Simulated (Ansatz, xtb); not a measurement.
Two conformers of CH6NSi−

Structure a is `C[SiH2][NH-]`, a singlet and structure b is `C[SiH2][NH-]`, a singlet. Both are isolated ions in the gas phase, relaxed with BLYP-D3(BJ)/def2-SVPD.

a (Å):

```xyz
9

C    -0.2568    1.7969   -1.8689
N     1.7586    1.2021    0.2108
Si    1.1559    0.6362   -1.2575
H    -0.6777    1.4505   -2.8370
H     0.1212    2.8318   -2.0018
H    -1.0780    1.8347   -1.1235
H     2.0779    0.5528   -2.5075
H     0.4910   -0.7672   -1.3474
H     2.5216    0.6679    0.6458
```

b (Å):

```xyz
9

C    -0.1410    0.9262   -0.8475
N    -0.2180   -1.5938    1.0562
Si    0.4852   -0.1038    0.6902
H    -1.1910    1.2611   -0.7045
H    -0.1104    0.3141   -1.7736
H     0.4871    1.8329   -1.0065
H     0.5223    1.0283    1.7553
H     1.9648   -0.2950    0.3596
H    -1.1687   -1.5483    1.4495
```

**Question.** Estimate E(b) − E(a) at the level CCSD(T)/def2-SVPD + ΔMP2/def2-TZVPPD.

**Answer.** Too close to call at this level: CCSD(T)/def2-SVPD + ΔMP2/def2-TZVPPD gives E(b) − E(a) = +0.26 kcal/mol.

The same difference at several levels:

| level | geometry | E(b) − E(a) (kcal/mol) | departure from the last row (kcal/mol) | job, with rough time for the two |
| --- | --- | --- | --- | --- |
| BLYP-D3(BJ)/def2-SVPD | BLYP-D3(BJ)/def2-SVPD | +0.31 | +0.05 | optimisation, 13 s |
| HF/def2-SVPD | BLYP-D3(BJ)/def2-SVPD | +0.72 | +0.46 | part of the CCSD(T) run |
| MP2/def2-SVPD | BLYP-D3(BJ)/def2-SVPD | +0.53 | +0.27 | part of the CCSD(T) run |
| CCSD(T)/def2-SVPD | BLYP-D3(BJ)/def2-SVPD | +0.47 | +0.21 | single point |
| CCSD(T)/def2-SVPD + ΔMP2/def2-TZVPPD | BLYP-D3(BJ)/def2-SVPD | +0.26 |  | single point, 15 s |

The largest departure from CCSD(T)/def2-SVPD + ΔMP2/def2-TZVPPD is that of HF/def2-SVPD, 0.46 kcal/mol. Levels run at GFN2-xTB geometries aren't shown. The last row adds to CCSD(T) the change of the MP2 difference between the two basis sets, here −0.21 kcal/mol.

With harmonic frequencies from BLYP-D3(BJ)/def2-SVPD (ideal gas, rigid rotor, one conformer each, 298.15 K, 1 atm): the zero-point term adds +0.07 kcal/mol; ΔH is +0.33 and ΔG +0.38 kcal/mol.

The correlated steps freeze 7 core orbitals. Mirror images aren't counted in ΔG. Programs: Ansatz 0.2.0; the last row on 2 threads of Arm Neoverse V2 on a shared host.
